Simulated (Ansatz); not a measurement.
Relaxation of F₂H₂Si (5 atoms, charge 0, multiplicity 1), to a largest force component of 0.02 eV/Å in at most 40 steps.

These are results of RKS PBE/def2-SVP (Ansatz 0.2.0), not measurements.

```xyz
5
Properties=species:S:1:pos:R:3:forces:R:3
Si 0.000 0.000 0.000 -0.46 -0.88 0.73
H 0.000 0.000 1.460 0.10 0.18 0.69
F 1.499 0.000 -0.529 1.25 0.07 -0.49
F -0.749 1.297 -0.529 -0.59 1.16 -0.50
H -0.688 -1.191 -0.486 -0.30 -0.52 -0.43
```

Q: Where does it end, and by what steps?

A: The run converged. After 3 steps the energy has fallen by 0.087 eV; H5 moved furthest, 0.07 Å.

```csv
step,energy less start (eV),largest force component (eV/Å),accepted
0,0.0000,1.246,yes
1,-0.0686,0.720,yes
2,-0.0871,0.037,yes
3,-0.0873,0.005,yes
```

```xyz
5
Properties=species:S:1:pos:R:3
Si -0.012 -0.021 0.018
H 0.022 0.037 1.509
F 1.518 -0.003 -0.534
F -0.761 1.313 -0.535
H -0.704 -1.220 -0.544
```

The run took 4.5 s on 1 thread of Arm Neoverse V2, with other jobs on the host, peak memory 0.1 GiB.
